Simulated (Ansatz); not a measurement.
A run of Ansatz (development build ahead of 0.2.0) on singlet H2O2 at this shape:

```yaml
atoms:
  - { symbol: O, position_ang: [0.0000, 0.7591, -0.0527] }
  - { symbol: O, position_ang: [0.0000, -0.7591, -0.0527] }
  - { symbol: H, position_ang: [0.8396, 0.9058, 0.4220] }
  - { symbol: H, position_ang: [-0.8396, -0.9058, 0.4220] }
```

Its results:

```json
{"Converged": "yes", "Reference energy": "-150.82768 hartree", "Correlation energy": "-0.50278 hartree", "Total energy": "-151.33046 hartree", "Spin squared of the determinant": "0.000", "Stability test": "minimum among restricted orbitals", "Occupied orbitals by symmetry in an Abelian subgroup (alpha; beta)": "5 A 4 B; 5 A 4 B"}
```

Forces (eV/Å):
| atom | Fx | Fy | Fz |
| --- | --- | --- | --- |
| O1 | 0.193 | -1.360 | 0.210 |
| O2 | -0.193 | 1.360 | 0.210 |
| H3 | -0.407 | -0.265 | -0.210 |
| H4 | 0.407 | 0.265 | -0.210 |

(1) Which input gives this output? Name the method, the orbitals and the basis set, and write the input.

Answers

(1) RHF-MP2 in cc-pVTZ. An unrestricted run that stays on the closed shell gives the same numbers.

```yaml
crystal:
  periodic: [false, false, false]
  atoms:
    - { symbol: O, position_ang: [0.0, 0.75906, -0.05275] }
    - { symbol: O, position_ang: [0.0, -0.75906, -0.05275] }
    - { symbol: H, position_ang: [0.83955, 0.90575, 0.422] }
    - { symbol: H, position_ang: [-0.83955, -0.90575, 0.422] }
basis:
  gaussian: { orbitals: cc-pVTZ }
hamiltonian:
  xc: hf
correlation:
  method: mp2
  frozen_orbitals: { H: 0, O: 1 }
output:
  forces: true
```
